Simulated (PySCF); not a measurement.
# F5P (Phosphorus pentafluoride): the cost of one run

Programs: PySCF 2.14.0, with density-fitted response routines of our own. Each step states its level of theory. These are calculated values for one molecule in the gas phase, unless marked as measured. Atoms count from 0, in the outputs and in this text.

## 1. The molecule as given

6 atoms, charge 0, multiplicity 1; geometry from: GFN2-xTB. The atoms were then displaced at random by about 0.01 Å, so the start is not that level's minimum.

Bonds of the start (Å): F0–P1 1.61, P1–F2 1.56, P1–F3 1.56, P1–F4 1.57, P1–F5 1.59.

## 2. Relaxing the molecule at PBE0-D3(BJ)/def2-SVP

Job settings and geometry (Å):

```
{"job": {"xc": "PBE0", "basis": "def2-SVP", "d3": "d3bj", "grid": 1, "shake": 0.01, "kind": "geom"}, "charge": 0, "multiplicity": 1}
F      1.599560     0.107220    -0.121050
P     -0.005200    -0.004200    -0.006280
F     -0.169510     1.523200    -0.300600
F      0.186750    -0.495750     1.461500
F     -0.005140    -1.032260    -1.189370
F     -1.582300    -0.128230     0.111140
```

The run is started by

```sh
$ OMP_NUM_THREADS=1 python probes_run.py task.json out
```

The driver reads the jobs from task.json and runs them one after another.

**Question.** How long does this first job take on 1 thread of Arm Neoverse V2, shared host, and how much memory does it need?

About 27 s, with a peak of 0.38 GiB.
